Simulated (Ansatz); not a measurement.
in.yaml

```yaml
crystal:
  periodic: [false, false, false]
  atoms:
    - {symbol: B, position_ang: [0.000000, 0.000000, 0.591174]}
    - {symbol: B, position_ang: [0.000000, 0.000000, -0.795772]}
    - {symbol: H, position_ang: [0.000000, 0.916884, 1.097241]}
    - {symbol: H, position_ang: [0.000000, -0.916884, 1.097241]}
basis:
  gaussian: {orbitals: STO-3G}
magnetization: {spin_polarized: false, initial_magnetization: 2}
correlation: {active_space: {ras: {orbitals: [5, 2, 5], electrons: 12, max_holes: 3, max_particles: 3}, fixed_orbitals: true}}
scf: {lower_state_search: light}
output: {forces: true}
```

```sh
$ ansatz run in.yaml --threads 1 --pin off --events-out ev --progress --plain --max-ram 2393MiB
```

Log:

```
153 factors; integrals over basis functions are off by at most 1.9e-4 eV
mean field evaluation 1: about -1350.6028 eV, gradient 1.1e1 eV
mean field evaluation 2: about -1350.6180 eV, gradient 1.1e1 eV
mean field evaluation 4: about -1351.9143 eV, gradient 1.5e0 eV
mean field evaluation 8: about -1351.9878 eV, gradient 4.6e-2 eV
mean field -1351.98783133 eV, -49.6846363911 hartree, gradient 1.6e-6 eV, S^2 2.000000; 0 other end points of the search recorded, 0 dependent functions left out
reference -1351.98783133 eV, -49.6846363911 hartree; 7, 5 occupied and 5, 7 virtual orbitals, 153 factors
state -1353.80542890 eV, -49.7514318696 hartree
the calculation of the forces begins
Total energy: -1353.80542890 eV, -49.7514318696 hartree
Atom 0 at     0.000000     0.000000     0.591174 Å, force    -0.000000    -0.000000     2.383552 eV/Å
Atom 1 at     0.000000     0.000000    -0.795772 Å, force     0.000000     0.000000    -8.232527 eV/Å
Atom 2 at     0.000000     0.916884     1.097241 Å, force     0.000000     4.655064     2.924487 eV/Å
Atom 3 at     0.000000    -0.916884     1.097241 Å, force    -0.000000    -4.655064     2.924487 eV/Å
Dipole moment:     0.000000    -0.000000    -0.300677 e Å
```

Natural occupations: 2.0000 1.9999 1.9855 1.9773 1.9632 0.9982 0.9888 0.0299 0.0231 0.0136 0.0107 0.0099.

Forces (eV/Å):
```
B    0.000  0.000  2.384
B    0.000  0.000 -8.233
H    0.000  4.655  2.924
H    0.000 -4.655  2.924
```

Ran on 1 thread of Arm Neoverse V1, shared host: 0.91 s wall, 0.08 GiB peak host memory.
